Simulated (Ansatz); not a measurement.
A Ag7Bi12Au cell: elements on a fcc lattice, relaxed.

```xyz
20
Lattice="-7.9039 5.1570 2.1435 7.2784 4.0833 -1.8728 -2.5854 -4.6668 -7.2631" Properties=species:S:1:pos:R:3 pbc="T T T"
Ag    3.2133    4.1518   -2.1347
Ag   -5.5357    0.0351   -5.1500
Ag   -1.9834   -0.2598   -2.3150
Ag    0.4070    4.6674   -2.2204
Ag   -0.2202    7.5352   -1.2779
Ag   -3.3462    0.5572   -6.9388
Ag   -4.9453    4.7934    0.0225
Au   -3.0275    6.9572   -0.0216
Bi   -7.3351    2.5155   -4.9628
Bi   -0.4083    1.4567   -7.3503
Bi   -2.5773   -1.7016   -5.1067
Bi    0.4520   -0.1313   -4.3485
Bi    2.4981    2.5005   -4.6006
Bi   -3.0570    1.7527   -4.1959
Bi   -0.5730    4.0342   -4.9269
Bi    0.5198    1.5385   -1.5104
Bi    3.8957   -0.7094   -8.1991
Bi   -5.3769    2.5509   -2.0373
Bi   -2.5481    5.3848   -2.3585
Bi   -2.4709    2.6664   -0.2962
```

All numbers below come from Ansatz, DFT PBE, scalar-relativistic, plane waves, PAW.

Settings: cutoff 420 eV, Γ-centred mesh 4×5×5 on the computed 20-atom cell, Gaussian smearing of 0.10 eV; no spin polarisation.

Problem. Describe its local order.

Solution. Counting as bonded all pairs within 1.3 times the summed covalent radii:

```tsv
atom → neighbour	mean count	mean length (Å)	spread (Å)
Ag → Ag	2.57	2.91	0.07
Ag → Au	0.86	2.96	0.11
Ag → Bi	6.43	3.22	0.19
Au → Ag	6.00	2.96	0.11
Au → Bi	4.00	3.05	0.25
Bi → Ag	3.75	3.22	0.19
Bi → Au	0.33	3.05	0.25
Bi → Bi	5.17	3.46	0.17
```

Angles between all pairs of such bonds at an atom (mean ± spread): 98 ± 33° at Ag, 98 ± 33° at Au, 97 ± 34° at Bi.

Problem. Does it have a gap?

Solution. It has no gap on the mesh. Levels at Γ next to the Fermi level (eV from it): -1.21, -0.97, -0.91, -0.46, -0.36, -0.17, 0.04, 0.08, 0.24, 0.44, 0.63, 0.84. It lies 0.09 eV/atom above the elements' standard states (static lattices, no corrections for gases).

The final mesh leaves forces up to 0.21 eV/Å and stresses up to 0.4 GPa: the relaxation ran on a coarser mesh, so the cell's shape, its bonds and its energy belong partly to that mesh.

The relaxation stopped before its thresholds.

Spin-orbit coupling is left out, which matters for the bands of heavy elements.

Cost: 2 runs of about 69 core-minutes in all (earlier runs that led there not counted), on Arm Neoverse V2 (shared hosts).